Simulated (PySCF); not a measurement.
## Heteronuclear NMR

Numbering as in the mapped SMILES `[O:1]=[CH:2][C:3]1=[CH:4][CH2:5]1` (H(Xn): hydrogen on atom n).

One conformer, averaged over atoms made equivalent by symmetry, fast rotation or ring inversion, no relativistic terms, isolated molecule. Geometry from PBE0-D3(BJ)/def2-SVP; NMR shieldings at PBE0/pcSseg-1/GIAO; couplings computed with B3LYP/pcJ-1; PySCF.

Problem. Predict the 17O NMR data.

Solution. 
```csv
atoms,environment,σ (ppm),δ (ppm)
O1,aldehyde oxygen,-433.1,650.3
```

Shieldings were converted by a linear fit to measured shifts: 17O (scatter 13.4 ppm rms, 14.2 ppm with the 1 outlier that the fit left out vs liquid water, solution or neat liquid). A few per cent of atoms miss by over 2 rms, more outside the fitted compound classes. Couplings are scaled by factors fitted to measured values: 2J(H,H) × 0.91 (rms 0.6 Hz), 3J(H,H) × 0.91 (rms 0.4 Hz, 0.5 with 2 outliers); all others are unscaled and can be 10–30 % off.

Couplings (the largest are listed; each averaged over equivalent pairs; quadrupolar broadening usually hides them): 1J(O1,C2) = 31.8 Hz, 2J(O1,H(C2)) = -5.0 Hz, 2J(O1,C3) = -1.3 Hz, 3J(O1,C4) = -7.6 Hz.

On a 400 MHz spectrometer 17O resonates near 54.2 MHz, so 1 ppm is 54.2 Hz.
